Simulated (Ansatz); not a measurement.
A made-up structure of BSiNH$_{3}$, doublet:

```tsv
atom	x (Å)	y (Å)	z (Å)
B1	0.0073	0.6966	1.0964
N2	0.4086	0.2299	-0.5622
Si3	-0.8454	-0.2970	-0.3448
H4	-1.8050	-1.0517	-1.0700
H5	1.0904	0.2095	-1.3063
H6	0.7545	0.2329	1.8375
```

It is relaxed with PBE-D4/def2-SVP and then PBE0-D4/def2-TZVP (Ansatz 0.2.0). Atoms count as bonded within 1.22 times the sum of their covalent radii (H–H: 0.88 Å). The end point is not checked to be a true minimum.

**Question.** Does its bonding change? (Judge from chemistry; the calculation decides.)

**Answer.** By the calculation: No: no bond forms or breaks.

Where it ends: The first stage lowers the energy by 4.95 eV in 12 steps. It ends as BSiNH₃ ([BH]1[NH][SiH]1):
B1  (0.209, 0.203, 0.840)
N2  (0.517, 0.073, -0.496)
Si3  (-0.867, -1.001, -0.249)
H4  (-2.039, -0.553, -1.084)
H5  (1.173, 0.493, -1.139)
H6  (0.616, 0.805, 1.778)
(Å)

Labels in which every atom is bracketed show which atoms are joined, not bond orders.

For scale, one of the runs: PBE0-D4/def2-TZVP relaxation, 117 basis functions, launched by `ansatz run in.yaml --threads 2 --pin off --events-out ev --progress --plain --max-ram 4352MiB`. Hardware: 2 CPU threads of an Arm Neoverse V1, shared host. Wall time about 23 s.
